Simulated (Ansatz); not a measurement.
**CH₆FSi radical (built from SMILES F[SiH3].[CH3]): search for a transition state**

Is there a first-order saddle for this halogen abstraction, which should form F1–C3 and break F1–Si2, and which two structures does it connect?

Computed with Ansatz 0.2.0, Gaussian basis. Level: PBE0-D4, def2-SVP first, then def2-TZVP.

152 further runs of the same task are left out: 152 set aside as unsound or not needed.

### Step 1. The starting structure

The guess: 9 atoms, charge 0, spin multiplicity 2.

Atoms are counted from 1 here; the program's logs count them from 0.

Bond lengths: Si2–H4 1.443 Å, Si2–H5 1.443 Å, Si2–H6 1.443 Å, C3–H7 1.075 Å, C3–H8 1.075 Å, C3–H9 1.075 Å. Angles: H4–Si2–H5 120.0°, H4–Si2–H6 120.0°, H5–Si2–H6 120.0°, H7–C3–H8 116.2°, H7–C3–H9 116.3°, H8–C3–H9 116.3°.

As a file:

```xyz
9
CH6FSi
F    -0.1004    0.0529   -0.1610
Si    1.0387   -0.6122    1.7234
C    -0.9430    0.5566   -1.5653
H    -0.1823   -0.5893    2.4925
H     1.8711    0.5647    1.6565
H     1.4551   -1.8286    1.0679
H    -0.6410    1.5860   -1.6336
H    -0.5355   -0.1083   -2.3049
H    -1.9625    0.3783   -1.2754
```

Distances that are to change: F1–C3 1.71 Å, F1–Si2 2.30 Å.

### Step 2. Relaxing the guess with the reacting distances held

File hold/in.yaml:

```yaml
crystal:
  periodic: [false, false, false]
  atoms:
    - {symbol: F, position_ang: [-0.100400, 0.052900, -0.161000]}
    - {symbol: Si, position_ang: [1.038700, -0.612200, 1.723400]}
    - {symbol: C, position_ang: [-0.943000, 0.556600, -1.565300]}
    - {symbol: H, position_ang: [-0.182300, -0.589300, 2.492500]}
    - {symbol: H, position_ang: [1.871100, 0.564700, 1.656500]}
    - {symbol: H, position_ang: [1.455100, -1.828600, 1.067900]}
    - {symbol: H, position_ang: [-0.641000, 1.586000, -1.633600]}
    - {symbol: H, position_ang: [-0.535500, -0.108300, -2.304900]}
    - {symbol: H, position_ang: [-1.962500, 0.378300, -1.275400]}
basis:
  gaussian: {orbitals: def2-SVP}
magnetization: {spin_polarized: true, initial_magnetization: 1}
hamiltonian: {xc: pbe0, dispersion: d4}
relax: {f_tol: 0.04, max_steps: 150, escape_saddle: false, constraints: [{distance: [0, 2]}, {distance: [0, 1]}]}
```

The run is started by

```console
$ ansatz run in.yaml --threads 4 --pin off --events-out ev --progress --plain --max-ram 9574MiB
```

After this run come: A starting Hessian; Saddle search in the small basis; Saddle search in triple zeta; Checking the order of the point; Relaxing after a step of 0.30 Å one way along the mode; Relaxing after a step of 0.30 Å the other way along the mode.

What does the calculation give? Wanted: imaginary mode; barrier from the start side; barrier from the end side; energy of the step; pairs that change; zero-point energy at the saddle.

**Answer**, as computed:

```
                       quantity                        value
                 imaginary mode                    850i cm⁻¹
    barrier from the start side                56.1 kcal/mol
      barrier from the end side                21.7 kcal/mol
             energy of the step               +34.4 kcal/mol
              pairs that change  F1–C3 formed, F1–Si2 broken
zero-point energy at the saddle                     1.623 eV
```

One imaginary mode, 850i cm⁻¹, makes this a first-order saddle. Going downhill both ways gives the intended start and end. At PBE0-D4/def2-TZVP the electronic barrier is 56.1 kcal/mol, about 95 kT at 298 K, and the step runs 34.4 kcal/mol uphill. A step off the saddle overshot and began above it in energy, so the link to its end is likely but not proven. Lower complexes than these ends may exist.
